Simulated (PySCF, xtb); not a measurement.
carbon disulfide (CS2), SMILES S=C=S.

Harmonic wavenumbers (cm⁻¹) from GFN2-xTB in xtb at its own minimum, in rising order: 304, 304, 704, 1648.

What does B3LYP-D3(BJ)/def2-TZVP (PySCF) give at its own minimum? (Estimate from the structure and the level; the computed values follow.)

407, 407, 678, 1560. Paired by order, the mean absolute difference is 80 cm⁻¹ and the zero-point energies are 4.2 and 4.4 kcal/mol.
